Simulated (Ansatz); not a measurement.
# Scan of H$_{2}$O⁺, doublet

Starting geometry (PBE0/def2-TZVP stationary point for this spin, not checked as a minimum):

```yaml
atoms:
  - { symbol: O, position_ang: [0.0000, -0.0646, 0.0000] }
  - { symbol: H, position_ang: [0.0000, 0.5128, -0.8211] }
  - { symbol: H, position_ang: [0.0000, 0.5128, 0.8211] }
```

From there the angle named below is changed in its plane at fixed bond lengths, both arms turning rigidly about the middle atom; atoms are numbered as listed. Energies are in kJ/mol, counted from the starting geometry at the same level. Kohn–Sham curves are unrestricted where that lies lower.

Basis cc-pVDZ; Ansatz 0.2.0. Correlated methods freeze the noble-gas cores.

In so small a basis the reference is far from its limit while semilocal and hybrid functionals are nearer theirs (RPA and double hybrids share much of the reference's basis error), so the functionals' errors here hold much of the reference's basis and frozen-core error, which can add to them or hide them.

Full CI is exact within this basis and frozen core; it isn't the basis-set limit.

```csv
angle H2-O1-H3 (°),full CI,PBE,r2SCAN,PBE0,B3LYP,wB97M-V,B2PLYP,PBE-QIDH,RPA-PBE
70.7,97.0,94.0,97.3,97.9,99.7,97.8,99.3,99.6,95.3
87.0,26.8,26.0,27.5,28.1,29.0,28.2,28.7,28.8,25.8
103.1,0.7,0.8,1.0,1.3,1.5,1.3,1.4,1.4,0.4
109.8,0.0,0.0,0.0,0.0,0.0,0.0,0.0,0.0,0.0
118.9,6.5,6.0,5.8,5.5,5.2,5.4,5.5,5.6,7.0
137.1,37.6,34.1,33.9,33.3,32.1,32.7,33.5,34.1,39.0
157.6,80.6,71.4,71.4,71.0,68.9,69.9,72.1,73.7,82.8
180.0,103.0,90.1,90.2,90.2,87.6,88.8,91.9,94.1,105.4
```

Question: Judged by the spread of the error over the points with a reference (largest less smallest), which of these follows full CI best and which worst?

Answer: Subtracting the full CI column from each: best RPA-PBE (errors from -1.8 to 2.4, spread 4.2 kJ/mol), worst B3LYP (from -15.5 to 2.6, spread 18.1 kJ/mol). Functionals and wave-function methods converge differently with the basis, so part of this is basis effect.
